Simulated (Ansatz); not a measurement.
# C3S: the cost of one run

Program: Ansatz 0.2.0. Level of theory: the levels named in each step. These are calculated values, not measurements.

**1. Starting point**

Bond lengths: C1–C2 1.268 Å, C2–C3 1.292 Å, C3–S4 1.542 Å. Angles: C1–C2–C3 180.0°, C2–C3–S4 180.0°.

Coordinates:

```xyz
4

C     0.0000    0.0000   -1.9825
C     0.0000    0.0000   -0.7142
C     0.0000    0.0000    0.5775
S     0.0000    0.0000    2.1192
```

**2. A rough first relaxation, PBE-D4/def2-SVP**

This run stands in another session on the same molecule. It ended at:

```xyz
4

C     0.0000    0.0000   -2.0168
C     0.0000    0.0000   -0.7182
C     0.0000    0.0000    0.5890
S     0.0000    0.0000    2.1459
```

**3. Relaxation, PBE0-D4/def2-TZVPP**

This run stands in another session on the same molecule. It ended at:

```xyz
4

C     0.0000    0.0000   -1.9844
C     0.0000    0.0000   -0.7097
C     0.0000    0.0000    0.5809
S     0.0000    0.0000    2.1131
```

**4. Frequencies, PBE0-D4/def2-TZVPP**

The input, input.yaml:

```yaml
crystal:
  periodic: [false, false, false]
  atoms:
    - { symbol: C, position_ang: [0.0, 0.0, -1.98436064] }
    - { symbol: C, position_ang: [0.0, 0.0, -0.70967301] }
    - { symbol: C, position_ang: [0.0, 0.0, 0.58093022] }
    - { symbol: S, position_ang: [0.0, 0.0, 2.11311343] }
basis:
  gaussian: { orbitals: def2-TZVPP }
hamiltonian:
  xc: pbe0
  dispersion: d4
phonons: {}
```

Command:

```console
$ ansatz run input.yaml --threads 2 --pin off --max-ram 5120MiB --backend cpu --events-out ev --progress --plain --runs-dir out
```

What time and memory should one allow on 2 threads of Intel Xeon at 2.50GHz (Skylake/Cascade Lake), shared host?

About 3.4 min, with a peak of 0.23 GiB.
